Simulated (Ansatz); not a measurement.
System: SiO, net charge 1, doublet state. SMILES of the parent species: O=[Si]

Atoms: Si1, O2. Bonds: Si1-O2.

Bond lengths (Å) and angles (degrees) optimised at HF/STO-3G with Ansatz (a program for electronic structure); B3LYP/LANL2DZ with Ansatz; MP2/6-31G* with Ansatz, each started from the B3LYP-D3(BJ)/def2-TZVP structure (Ansatz) of the last column. A row stands for all coordinates that are equal there. 6-31G* holds six Cartesian d functions.

| coordinate | HF/STO-3G | B3LYP/LANL2DZ | MP2/6-31G* | B3LYP-D3(BJ)/def2-TZVP |
|---|---|---|---|---|
| Si1-O2 | 1.658 | 1.579 | 1.664 | 1.523 |

Mean signed difference of all 1 bond lengths from B3LYP-D3(BJ)/def2-TZVP: HF/STO-3G 0.135 Å, B3LYP/LANL2DZ 0.056 Å, MP2/6-31G* 0.141 Å.
